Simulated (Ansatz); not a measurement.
Species: H$_{2}$O, SMILES `O` (charge 0, multiplicity 1).

Problem. Give a relaxed geometry from B3LYP-D3(BJ)/def2-SVP in Ansatz (a first-principles code).

Solution. the end point of this relaxation (outside a Z-matrix the atoms follow the SMILES, hydrogens last).
Bonds (Å): O1–H2 0.967, O1–H3 0.967. Angles (°): H2–O1–H3 103.1.
